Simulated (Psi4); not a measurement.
Reaction (SMILES): OO (H2O2) → [O-]O + H+
B3LYP-D3(BJ)/def2-TZVP geometries, fixed; electronic energies without zero-point terms.
Largest species:
```xyz
4

O      0.0155     0.7238    -0.0702
O     -0.0112    -0.7261    -0.0419
H      0.8057     0.8967     0.4614
H     -0.8394    -0.8786     0.4355
```

Effect of the grid (radial, spherical points) at wB97X-V/aug-cc-pVTZ with Psi4, against the last row, where the deprotonation energy is 384.27 kcal/mol.

```tsv
setting	grid points, largest species	largest shift of a total energy (mEh)	shift of the deprotonation energy (kcal/mol)
grid: 35, 110	15314	0.069	0.008
grid: 50, 194	38532	-0.002	-0.002
grid: 75, 302	88689	0.001	0.000
grid: 99, 590	228043	0.000	0.000
grid: 150, 974	567238	0.000	0.000
```

Within 0.02 kcal/mol in the deprotonation energy: grid: 35, 110; grid: 50, 194; grid: 75, 302; grid: 99, 590. The largest shift is 0.069 mEh in a total energy and 0.008 kcal/mol in the difference.
